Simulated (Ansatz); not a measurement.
`FC#CCCCl` + H₂ → `C#CCCCl` + H–F  (hydrogenolysis of a C–F bond)

Computed with Ansatz on PBE0-D4/def2-TZVP structures; ΔE is electronic, products minus reactants. CCSD(T)/CBS adds triple-zeta CCSD(T) − MP2 to the extrapolated MP2 energy (def2 sets, frozen cores). This one scheme is used for every species. Functionals use def2-TZVPP. B3LYP here is the variant with VWN-RPA as its local correlation; programs differ in this. One conformer a species, not always the lowest.

`FC#CCCCl`:

Cartesian coordinates in Å:
```
F -1.102 1.560 3.008
C -0.652 0.843 2.057
C -0.226 0.160 1.174
C 0.282 -0.640 0.069
C 0.119 0.096 -1.251
Cl 0.742 -0.887 -2.598
H -0.248 -1.595 0.021
H 1.339 -0.873 0.228
H -0.929 0.303 -1.458
H 0.674 1.033 -1.249
```

H₂:

Cartesian coordinates in Å:
```
H -0.149 -0.129 0.317
H 0.149 0.129 -0.317
```

`C#CCCCl`:

```xyz
10

C     1.574    1.564   -0.734
C     0.930    0.787   -0.086
C     0.123   -0.162    0.662
C    -0.993   -0.722   -0.206
Cl   -1.980   -1.884    0.713
H     2.154    2.256   -1.298
H     0.749   -0.982    1.025
H    -0.307    0.324    1.542
H    -1.658    0.069   -0.549
H    -0.592   -1.249   -1.070
```

H–F:

```xyz
2

F    -0.428    0.166   -0.034
H     0.428   -0.166    0.034
```

| level | ΔE (kJ/mol) | difference from CCSD(T)/CBS |
| --- | --- | --- |
| PBE-D4 | -142.1 | 29.0 |
| r2SCAN-D4 | -149.3 | 21.8 |
| PBE0-D4 | -152.0 | 19.1 |
| B3LYP-D4 | -152.1 | 19.0 |
| ωB97X-V | -151.3 | 19.8 |
| ωB97M-V | -155.4 | 15.7 |
| B2PLYP | -160.0 | 11.1 |
| PBE | -142.6 | 28.5 |
| r2SCAN | -149.4 | 21.7 |
| PBE0 | -152.4 | 18.7 |
| B3LYP | -152.8 | 18.3 |
| HF/def2-TZVPP | -169.4 | 1.7 |
| MP2/def2-TZVPP | -171.3 | -0.2 |
| SCS-MP2/def2-TZVPP | -167.8 | 3.3 |
| CCSD/def2-TZVPP | -168.7 | 2.4 |
| CCSD(T)/def2-TZVPP | -165.9 | 5.2 |
| HF/def2-QZVPP | -169.7 | 1.4 |
| MP2/def2-QZVPP | -174.3 | -3.2 |
| SCS-MP2/def2-QZVPP | -170.9 | 0.2 |
| HF/CBS(def2) | -169.7 | 1.4 |
| MP2/CBS(def2) | -176.4 | -5.3 |
| CCSD/CBS(def2) | -173.9 | -2.8 |
| CCSD(T)/CBS | -171.1 | 0 |

Largest T1 diagnostic among the species: 0.011.

From PBE to PBE0 (25 % exact exchange), in def2-TZVPP and without D4, ΔE moves by −9.8 kJ/mol.
